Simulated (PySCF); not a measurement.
# BCCD(T)/STO-6G run of N2 (nitrogen)

What is the energy change on altering one bond length of N2 (nitrogen) at BCCD(T)/STO-6G? The job is set up through a Python script.

Program for the calculation: PySCF 2.14.0.

17 further runs of the same task are left out: 6 that didn't finish, 11 set aside as unsound or not needed.

**1. The system as given**

The species is N2 (2 atoms), meant as a singlet with charge 0. SMILES: `N#N`. The coordinates come from a PBE0-D4/def2-TZVP relaxation.

Bond lengths: N1–N2 1.090 Å.

**2. A single-point energy at BCCD(T)/STO-6G**

Contents of start.xyz:

```xyz
2

N      0.465500    -0.150300     0.239800
N     -0.465500     0.150300    -0.239800
```

Contents of job.py:

```python
from pyscf import gto, scf, cc
from pyscf.cc.bccd import bccd_kernel_

molecule = gto.Mole()
molecule.atom = 'start.xyz'
molecule.verbose = 4
molecule.basis = 'sto-6g'
molecule.spin = 0
molecule.charge = 0
molecule.max_memory = 1860
molecule.build()

calc0 = scf.RHF(molecule)
calc0.conv_tol = 1e-10
calc0.kernel()
if not calc0.converged:
    calc0 = calc0.newton().run(calc0.mo_coeff, calc0.mo_occ)

mycc = cc.CCSD(calc0, frozen=2).run()
mycc = bccd_kernel_(mycc, diis=True)
e_t = mycc.ccsd_t()
e_final = mycc.e_tot + e_t
print('E = %.10f Eh' % e_final)
```

Started as:

```
$ OMP_NUM_THREADS=1 python job.py
```

Standard output:

```text
PySCF version 2.14.0

[INPUT] num. atoms = 2
[INPUT] num. electrons = 14
[INPUT] charge = 0
[INPUT] spin (= nelec alpha-beta = 2S) = 0
[INPUT] symmetry False subgroup None
[INPUT] Mole.unit = angstrom
[INPUT] Symbol           X                Y                Z      unit          X                Y                Z       unit  Magmom
[INPUT]  1 N      0.465500000000  -0.150300000000   0.239800000000 AA    0.879667510985  -0.284025836522   0.453156324671 Bohr   0.0
[INPUT]  2 N     -0.465500000000   0.150300000000  -0.239800000000 AA   -0.879667510985   0.284025836522  -0.453156324671 Bohr   0.0

nuclear repulsion = 23.7983417806894
number of shells = 6
number of NR pGTOs = 60
number of NR cGTOs = 10
basis = sto-6g
ecp = {}

******** <class 'pyscf.scf.hf.RHF'> ********
method = RHF
initial guess = minao
damping factor = 0
level_shift factor = 0
DIIS = <class 'pyscf.scf.diis.CDIIS'>
diis_start_cycle = 1
diis_space = 8
diis_damp = 0
SCF conv_tol = 1e-10
SCF conv_tol_grad = None
SCF max_cycles = 50
direct_scf = True
direct_scf_tol = 1e-13
Set gradient conv threshold to 1e-05
Initial guess from minao.
init E= -108.773881128136
  HOMO = -0.327374586004001  LUMO = 0.160455852000898  gap/eV = 13.27454
cycle= 1 E= -108.539099988703  delta_E= 0.235  |g|= 0.0425  |ddm|= 2.37
  HOMO = -0.545668181031442  LUMO = 0.27461010674713  gap/eV = 22.32091
cycle= 2 E= -108.539192948267  delta_E= -9.3e-05  |g|= 0.00348  |ddm|= 0.0282
  HOMO = -0.546173219236921  LUMO = 0.274429115836518  gap/eV = 22.32973
cycle= 3 E= -108.539195483442  delta_E= -2.54e-06  |g|= 0.000469  |ddm|= 0.00667
  HOMO = -0.546274523922502  LUMO = 0.274396910665179  gap/eV = 22.33161
cycle= 4 E= -108.539195560113  delta_E= -7.67e-08  |g|= 9.69e-09  |ddm|= 0.00141
  HOMO = -0.546274517725444  LUMO = 0.274396918305309  gap/eV = 22.33161
cycle= 5 E= -108.539195560113  delta_E= -2.84e-14  |g|= 6.01e-13  |ddm|= 1.69e-08
  HOMO = -0.546274517724849  LUMO = 0.274396918305915  gap/eV = 22.33161
Extra cycle  E= -108.539195560113  delta_E= 5.68e-14  |g|= 1.49e-13  |ddm|= 1.32e-12
converged SCF energy = -108.539195560113

******** <class 'pyscf.cc.ccsd.CCSD'> ********
CC2 = 0
CCSD nocc = 5, nmo = 8
frozen orbitals 2
max_cycle = 50
direct = 0
conv_tol = 1e-07
conv_tol_normt = 1e-05
diis_space = 6
diis_start_cycle = 0
diis_start_energy_diff = 1e+09
Init t2, MP2 energy = -108.691698344153  E_corr(MP2) -0.152502784040323
Init E_corr(CCSD) = -0.152502784040323
cycle = 1  E_corr(CCSD) = -0.146679114028254  dE = 0.00582367001  norm(t1,t2) = 0.0246806
cycle = 2  E_corr(CCSD) = -0.149908880328802  dE = -0.0032297663  norm(t1,t2) = 0.0142432
cycle = 3  E_corr(CCSD) = -0.151708541778344  dE = -0.00179966145  norm(t1,t2) = 0.00733398
cycle = 4  E_corr(CCSD) = -0.152206381582542  dE = -0.000497839804  norm(t1,t2) = 0.00156159
cycle = 5  E_corr(CCSD) = -0.152090967813762  dE = 0.000115413769  norm(t1,t2) = 0.000295491
cycle = 6  E_corr(CCSD) = -0.15210154324609  dE = -1.05754323e-05  norm(t1,t2) = 7.16525e-05
cycle = 7  E_corr(CCSD) = -0.152103906225858  dE = -2.36297977e-06  norm(t1,t2) = 9.14697e-06
cycle = 8  E_corr(CCSD) = -0.1521035829311  dE = 3.23294759e-07  norm(t1,t2) = 2.30032e-06
cycle = 9  E_corr(CCSD) = -0.152103666913184  dE = -8.39820842e-08  norm(t1,t2) = 7.15888e-07
CCSD converged
E(CCSD) = -108.6912992270262  E_corr = -0.1521036669131839
BCCD loop starts.

******** <class 'pyscf.cc.ccsd.CCSD'> ********
CC2 = 0
CCSD nocc = 5, nmo = 8
frozen orbitals 2
max_cycle = 50
direct = 0
conv_tol = 1e-07
conv_tol_normt = 1e-05
diis_space = 6
diis_start_cycle = 0
diis_start_energy_diff = 1e+09
Init E_corr(CCSD) = -0.152094513389296
cycle = 1  E_corr(CCSD) = -0.152584079552363  dE = -0.000489566163  norm(t1,t2) = 0.00801422
cycle = 2  E_corr(CCSD) = -0.152362249784249  dE = 0.000221829768  norm(t1,t2) = 0.00178134
cycle = 3  E_corr(CCSD) = -0.152361456006564  dE = 7.93777684e-07  norm(t1,t2) = 0.000622361
cycle = 4  E_corr(CCSD) = -0.152353359613285  dE = 8.09639328e-06  norm(t1,t2) = 8.42469e-05
cycle = 5  E_corr(CCSD) = -0.152356863021478  dE = -3.50340819e-06  norm(t1,t2) = 3.03358e-05
cycle = 6  E_corr(CCSD) = -0.152356275916357  dE = 5.8710512e-07  norm(t1,t2) = 7.52376e-06
cycle = 7  E_corr(CCSD) = -0.152356394163853  dE = -1.18247496e-07  norm(t1,t2) = 1.0973e-06
cycle = 8  E_corr(CCSD) = -0.152356441438998  dE = -4.72751444e-08  norm(t1,t2) = 2.12143e-07
CCSD converged
E(CCSD) = -108.6912578695414  E_corr = -0.1523564414389979
BCC iter:    0  E:    -108.691257869541  dE:    4.136e-05  |t1|:    1.494e-04

******** <class 'pyscf.cc.ccsd.CCSD'> ********
CC2 = 0
CCSD nocc = 5, nmo = 8
frozen orbitals 2
max_cycle = 50
direct = 0
conv_tol = 1e-07
conv_tol_normt = 1e-05
diis_space = 6
diis_start_cycle = 0
diis_start_energy_diff = 1e+09
Init E_corr(CCSD) = -0.152352233578235
cycle = 1  E_corr(CCSD) = -0.152345285382902  dE = 6.94819533e-06  norm(t1,t2) = 0.000116057
cycle = 2  E_corr(CCSD) = -0.152348498287176  dE = -3.21290427e-06  norm(t1,t2) = 2.58134e-05
cycle = 3  E_corr(CCSD) = -0.152348518854576  dE = -2.05674006e-08  norm(t1,t2) = 9.01787e-06
CCSD converged
E(CCSD) = -108.6912584110793  E_corr = -0.1523485188545762
BCC iter:    1  E:    -108.691258411079  dE:   -5.415e-07  |t1|:    4.604e-07
CCSD(T) correction = -0.00176799591170604
E = -108.6930264070 Eh
```

Wall time 0.65 s (1 thread of Intel Xeon 6975P-C (Granite Rapids), shared host); peak memory 0.1 GiB.

**3. The distorted shape, same level**

Contents of input.py:

```python
from pyscf import gto, cc
from pyscf.cc.bccd import bccd_kernel_

mol = gto.M(
    atom='N 1.210296 -0.390779 0.623478; N -0.465500 0.150300 -0.239800',
    max_memory=1860,
    verbose=4,
    charge=0,
    basis='sto-6g',
)

hf = mol.RHF()
hf.conv_tol = 1e-10
hf.kernel()
if not hf.converged:
    hf = hf.newton().run(hf.mo_coeff, hf.mo_occ)

mycc = cc.CCSD(hf, frozen=2).run()
mycc = bccd_kernel_(mycc, diis=True)
e_t = mycc.ccsd_t()
etot = mycc.e_tot + e_t
print('Final energy', etot)
```

Started as:

```
$ OMP_NUM_THREADS=1 python input.py
```

Standard output:

```text
PySCF version 2.14.0

[INPUT] num. atoms = 2
[INPUT] num. electrons = 14
[INPUT] charge = 0
[INPUT] spin (= nelec alpha-beta = 2S) = 0
[INPUT] symmetry False subgroup None
[INPUT] Mole.unit = angstrom
[INPUT] Symbol           X                Y                Z      unit          X                Y                Z       unit  Magmom
[INPUT]  1 N      1.210296000000  -0.390779000000   0.623478000000 AA    2.287127969657  -0.738465285231   1.178202664692 Bohr   0.0
[INPUT]  2 N     -0.465500000000   0.150300000000  -0.239800000000 AA   -0.879667510985   0.284025836522  -0.453156324671 Bohr   0.0

nuclear repulsion = 13.2213318255726
number of shells = 6
number of NR pGTOs = 60
number of NR cGTOs = 10
basis = sto-6g
ecp = {}

******** <class 'pyscf.scf.hf.RHF'> ********
method = RHF
initial guess = minao
damping factor = 0
level_shift factor = 0
DIIS = <class 'pyscf.scf.diis.CDIIS'>
diis_start_cycle = 1
diis_space = 8
diis_damp = 0
SCF conv_tol = 1e-10
SCF conv_tol_grad = None
SCF max_cycles = 50
direct_scf = True
direct_scf_tol = 1e-13
Set gradient conv threshold to 1e-05
Initial guess from minao.
init E= -107.340409950638
  HOMO = -0.143219508598917  LUMO = -0.0563401519112592  gap/eV = 2.36411
cycle= 1 E= -107.954002825848  delta_E= -0.614  |g|= 0.0352  |ddm|= 2.26
  HOMO = -0.249483447204228  LUMO = 0.0739588962864793  gap/eV = 8.80131
cycle= 2 E= -107.954643897163  delta_E= -0.000641  |g|= 0.00851  |ddm|= 0.055
  HOMO = -0.251668301818591  LUMO = 0.0721700700764044  gap/eV = 8.81209
cycle= 3 E= -107.95468625945  delta_E= -4.24e-05  |g|= 0.000108  |ddm|= 0.018
  HOMO = -0.251686580520137  LUMO = 0.0721572919465545  gap/eV = 8.81224
cycle= 4 E= -107.954686266566  delta_E= -7.12e-09  |g|= 5.37e-07  |ddm|= 0.000237
  HOMO = -0.251686895320286  LUMO = 0.0721569517409086  gap/eV = 8.81224
cycle= 5 E= -107.954686266566  delta_E= -2.42e-13  |g|= 9.61e-12  |ddm|= 1.18e-06
  HOMO = -0.251686895324794  LUMO = 0.0721569517361336  gap/eV = 8.81224
Extra cycle  E= -107.954686266566  delta_E=    0  |g|= 2.88e-11  |ddm|= 2.65e-11
converged SCF energy = -107.954686266566

******** <class 'pyscf.cc.ccsd.CCSD'> ********
CC2 = 0
CCSD nocc = 5, nmo = 8
frozen orbitals 2
max_cycle = 50
direct = 0
conv_tol = 1e-07
conv_tol_normt = 1e-05
diis_space = 6
diis_start_cycle = 0
diis_start_energy_diff = 1e+09
Init t2, MP2 energy = -108.808013099793  E_corr(MP2) -0.853326833226979
Init E_corr(CCSD) = -0.853326833226979
cycle = 1  E_corr(CCSD) = 0.189193297479053  dE = 1.04252013  norm(t1,t2) = 0.82984
cycle = 2  E_corr(CCSD) = -1.26727948405606  dE = -1.45647278  norm(t1,t2) = 1.34484
cycle = 3  E_corr(CCSD) = -0.460049743270697  dE = 0.807229741  norm(t1,t2) = 1.72391
cycle = 4  E_corr(CCSD) = -0.439332888597536  dE = 0.0207168547  norm(t1,t2) = 0.10948
cycle = 5  E_corr(CCSD) = -0.440580580336539  dE = -0.00124769174  norm(t1,t2) = 0.113955
cycle = 6  E_corr(CCSD) = -0.399662373439546  dE = 0.0409182069  norm(t1,t2) = 0.111593
cycle = 7  E_corr(CCSD) = -0.420883605478389  dE = -0.021221232  norm(t1,t2) = 0.138462
cycle = 8  E_corr(CCSD) = -0.518691422019721  dE = -0.0978078165  norm(t1,t2) = 0.131975
cycle = 9  E_corr(CCSD) = -0.69620511130757  dE = -0.177513689  norm(t1,t2) = 0.567587
cycle = 10  E_corr(CCSD) = -0.590354370076953  dE = 0.105850741  norm(t1,t2) = 0.644347
cycle = 11  E_corr(CCSD) = -0.602514129745204  dE = -0.0121597597  norm(t1,t2) = 0.196424
cycle = 12  E_corr(CCSD) = -0.628434931853066  dE = -0.0259208021  norm(t1,t2) = 0.119329
cycle = 13  E_corr(CCSD) = -0.64208734841608  dE = -0.0136524166  norm(t1,t2) = 0.119674
cycle = 14  E_corr(CCSD) = -0.659142977024942  dE = -0.0170556286  norm(t1,t2) = 0.102582
cycle = 15  E_corr(CCSD) = -0.650882924004567  dE = 0.00826005302  norm(t1,t2) = 0.0263069
cycle = 16  E_corr(CCSD) = -0.647578091804158  dE = 0.0033048322  norm(t1,t2) = 0.0227106
cycle = 17  E_corr(CCSD) = -0.65068103069871  dE = -0.00310293889  norm(t1,t2) = 0.00235608
cycle = 18  E_corr(CCSD) = -0.650985972075116  dE = -0.000304941376  norm(t1,t2) = 0.00319424
cycle = 19  E_corr(CCSD) = -0.650927718818022  dE = 5.82532571e-05  norm(t1,t2) = 0.000303141
cycle = 20  E_corr(CCSD) = -0.650871580155923  dE = 5.61386621e-05  norm(t1,t2) = 0.000149403
cycle = 21  E_corr(CCSD) = -0.6508085931923  dE = 6.29869636e-05  norm(t1,t2) = 0.000113625
cycle = 22  E_corr(CCSD) = -0.65081004797281  dE = -1.45478051e-06  norm(t1,t2) = 4.41637e-06
cycle = 23  E_corr(CCSD) = -0.650812663524891  dE = -2.61555208e-06  norm(t1,t2) = 3.08967e-06
cycle = 24  E_corr(CCSD) = -0.650811953030223  dE = 7.10494668e-07  norm(t1,t2) = 9.17682e-07
cycle = 25  E_corr(CCSD) = -0.650811984310632  dE = -3.12804088e-08  norm(t1,t2) = 1.81776e-07
CCSD converged
E(CCSD) = -108.6054982508766  E_corr = -0.6508119843106323
BCCD loop starts.

******** <class 'pyscf.cc.ccsd.CCSD'> ********
CC2 = 0
CCSD nocc = 5, nmo = 8
frozen orbitals 2
max_cycle = 50
direct = 0
conv_tol = 1e-07
conv_tol_normt = 1e-05
diis_space = 6
diis_start_cycle = 0
diis_start_energy_diff = 1e+09
Init E_corr(CCSD) = -0.650601096865854
cycle = 1  E_corr(CCSD) = -0.655516706375879  dE = -0.00491560951  norm(t1,t2) = 0.0367397
cycle = 2  E_corr(CCSD) = -0.655059526677855  dE = 0.000457179698  norm(t1,t2) = 0.00690617
cycle = 3  E_corr(CCSD) = -0.655264895314107  dE = -0.000205368636  norm(t1,t2) = 0.00364936
cycle = 4  E_corr(CCSD) = -0.655257409813589  dE = 7.48550052e-06  norm(t1,t2) = 0.00136013
cycle = 5  E_corr(CCSD) = -0.655080193799265  dE = 0.000177216014  norm(t1,t2) = 0.000313146
cycle = 6  E_corr(CCSD) = -0.655138699510209  dE = -5.85057109e-05  norm(t1,t2) = 0.000199741
cycle = 7  E_corr(CCSD) = -0.655058957830661  dE = 7.97416795e-05  norm(t1,t2) = 0.000142663
cycle = 8  E_corr(CCSD) = -0.655029401892234  dE = 2.95559384e-05  norm(t1,t2) = 0.00010467
cycle = 9  E_corr(CCSD) = -0.655006681753454  dE = 2.27201388e-05  norm(t1,t2) = 3.44315e-05
cycle = 10  E_corr(CCSD) = -0.655000238325109  dE = 6.44342834e-06  norm(t1,t2) = 1.34931e-05
cycle = 11  E_corr(CCSD) = -0.65499854985442  dE = 1.68847069e-06  norm(t1,t2) = 3.04596e-06
cycle = 12  E_corr(CCSD) = -0.65499761407419  dE = 9.3578023e-07  norm(t1,t2) = 1.22797e-06
cycle = 13  E_corr(CCSD) = -0.65499767253996  dE = -5.84657693e-08  norm(t1,t2) = 1.33463e-07
CCSD converged
E(CCSD) = -108.60713126501  E_corr = -0.6549976725399596
BCC iter:    0  E:    -108.607131265010  dE:   -1.633e-03  |t1|:    1.375e-03

******** <class 'pyscf.cc.ccsd.CCSD'> ********
CC2 = 0
CCSD nocc = 5, nmo = 8
frozen orbitals 2
max_cycle = 50
direct = 0
conv_tol = 1e-07
conv_tol_normt = 1e-05
diis_space = 6
diis_start_cycle = 0
diis_start_energy_diff = 1e+09
Init E_corr(CCSD) = -0.65491493922829
cycle = 1  E_corr(CCSD) = -0.65475923218795  dE = 0.00015570704  norm(t1,t2) = 0.00122197
cycle = 2  E_corr(CCSD) = -0.654773516667308  dE = -1.42844794e-05  norm(t1,t2) = 0.000228077
cycle = 3  E_corr(CCSD) = -0.654767203474631  dE = 6.31319268e-06  norm(t1,t2) = 0.000121087
cycle = 4  E_corr(CCSD) = -0.654764959770302  dE = 2.24370433e-06  norm(t1,t2) = 4.48133e-05
cycle = 5  E_corr(CCSD) = -0.654771495572667  dE = -6.53580237e-06  norm(t1,t2) = 1.30706e-05
cycle = 6  E_corr(CCSD) = -0.654770110271503  dE = 1.38530116e-06  norm(t1,t2) = 5.9029e-06
cycle = 7  E_corr(CCSD) = -0.654772534633044  dE = -2.42436154e-06  norm(t1,t2) = 4.52584e-06
cycle = 8  E_corr(CCSD) = -0.65477356753909  dE = -1.03290605e-06  norm(t1,t2) = 3.44948e-06
cycle = 9  E_corr(CCSD) = -0.654774332515921  dE = -7.64976831e-07  norm(t1,t2) = 1.16261e-06
cycle = 10  E_corr(CCSD) = -0.654774407233014  dE = -7.47170928e-08  norm(t1,t2) = 4.42829e-07
CCSD converged
E(CCSD) = -108.6070751692015  E_corr = -0.6547744072330142
BCC iter:    1  E:    -108.607075169202  dE:    5.610e-05  |t1|:    9.226e-07
CCSD(T) correction = -0.00459957849429268
Final energy -108.61167474769587
```

It took 1.1 s on 1 thread of Intel Xeon 6975P-C (Granite Rapids), shared host; peak memory 0.12 GiB.

**4. Outcome**

At BCCD(T)/STO-6G, 2 core orbitals frozen:

```
                                                         quantity          value
                                        first shape: total energy  -108.69303 Eh
         first shape: correlation energy (2 core orbitals frozen)     -153.8 mEh
                                      first shape: (T) correction      -1.77 mEh
                                    distorted shape: total energy  -108.61167 Eh
     distorted shape: correlation energy (2 core orbitals frozen)     -657.0 mEh
                                  distorted shape: (T) correction      -4.60 mEh
energy change with the N1–N2 bond stretched from 1.090 to 1.961 Å       2.214 eV
```

In words: With the N1–N2 bond stretched from 1.090 to 1.961 Å the energy rises by 2.21 eV (51 kcal/mol). The first shape isn't relaxed at this level, so the change isn't measured from a minimum. A restricted reference can't describe the breaking bond well at this length. The minimal basis adds a large error of its own. The triples (first shape) make up 1.1 % of the correlation energy. The triples (distorted shape) make up 0.7 % of the correlation energy.
